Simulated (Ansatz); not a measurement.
NH₃ beside N₂: one fragment in the basis of the whole pair (the partner's atoms are ghosts).

in.yaml

```yaml
crystal:
  periodic: [false, false, false]
  atoms:
    - {symbol: N, position_ang: [-0.183844, -0.571480, 2.187563]}
    - {symbol: N, position_ang: [0.065193, 0.277376, 2.823036]}
basis:
  gaussian:
    orbitals: def2-SVP
    ghost_atoms:
      - {symbol: N, position_ang: [0.086296, 0.253411, -1.043537]}
      - {symbol: H, position_ang: [-0.171905, -0.660766, -0.692500]}
      - {symbol: H, position_ang: [-0.679785, 0.577669, -1.620922]}
      - {symbol: H, position_ang: [0.884044, 0.123789, -1.653538]}
hamiltonian: {xc: pbe, dispersion: d4}
```

Command:

```bash
ansatz run in.yaml --threads 2 --pin off --events-out ev --progress --plain --max-ram 5222MiB
```

Output of Ansatz 0.2.0:

```
Functional definition: PBE
  name "PBE"
  cite "Perdew, Burke & Ernzerhof, Phys. Rev. Lett. 77, 3865 (1996) doi:10.1103/PhysRevLett.77.3865"
  parent pbe
  parameter kappa = 0.804
  parameter beta = 0.06672455060314922
  exchange = pbe_x(kappa = kappa, mu = beta*pi^2/3)
  correlation = pbe_c(beta = beta)
573 factors; their error is unknown
mean field evaluation 1: about -2973.6505 eV, gradient 2.2e1 eV
mean field evaluation 2: about -2974.0683 eV, gradient 1.8e1 eV
mean field evaluation 4: about -2974.7820 eV, gradient 1.3e-1 eV
mean field evaluation 8: about -2974.7552 eV, gradient 1.6e-1 eV
mean field -2974.75520237 eV, -109.3202373255 hartree, gradient 2.0e-5 eV, S^2 0.000000; 0 other end points of the search recorded, 0 dependent functions left out
reference -2974.75521807 eV, -109.3202379027 hartree; 7, 7 occupied and 50, 50 virtual orbitals, 573 factors
Total energy: -2974.76510523 eV, -109.3206012491 hartree
```

The lines “mean field evaluation” count trial sets of orbitals through the whole run, from several starts and some on an approximate energy, so they need not fall steadily or lie above the final value.

Hardware: 2 CPU threads of an Intel Xeon Platinum 8488C, shared host. Wall time about 0.6 s.
